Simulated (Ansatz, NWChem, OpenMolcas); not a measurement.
C2H3F3 (1,1,2-trifluoroethane): the vertical energy of the triplet above the singlet, rung by rung

C2H3F3 has 8 atoms, charge 0, and is taken as a singlet. As SMILES, `FCC(F)F`. Geometry: relaxed at PBE0-D4/def2-TZVP. This is one conformer, not always the lowest.

Each level gives the vertical energy of the triplet above the singlet (eV). The values are calculated.

```tsv
level	kind	program	value (eV)	CPU time (all runs)
SVWN5/def2-SVP	LDA	Ansatz	8.19	11 s
BLYP/def2-SVP	GGA	Ansatz	8.33	22 s
r2SCAN/def2-SVP	meta-GGA	Ansatz	8.71	47 s
B3LYP/def2-SVP	global hybrid	OpenMolcas	9.03	1.9 min
CAM-B3LYP/def2-SVP	range-separated hybrid	NWChem	9.36	2.7 min
HSE06/def2-SVP	range-separated hybrid	Ansatz	9.08	34 s
PBE-QIDH/def2-SVP	double hybrid	Ansatz	9.88	62 s
RPA@PBE0/def2-SVP	RPA	Ansatz	9.81	47 s
MP2/def2-SVP	perturbation theory	Ansatz	11.10	43 s
CCSD/def2-SVP	coupled cluster or CI	Ansatz	10.66	4.6 min
```

The values span 8.19 to 11.10 eV. A triplet this far above the singlet is often a Rydberg-like or dissociative state; sets without diffuse functions put Rydberg states too high. CPU times are rough (shared hosts, several kinds of processor and program).
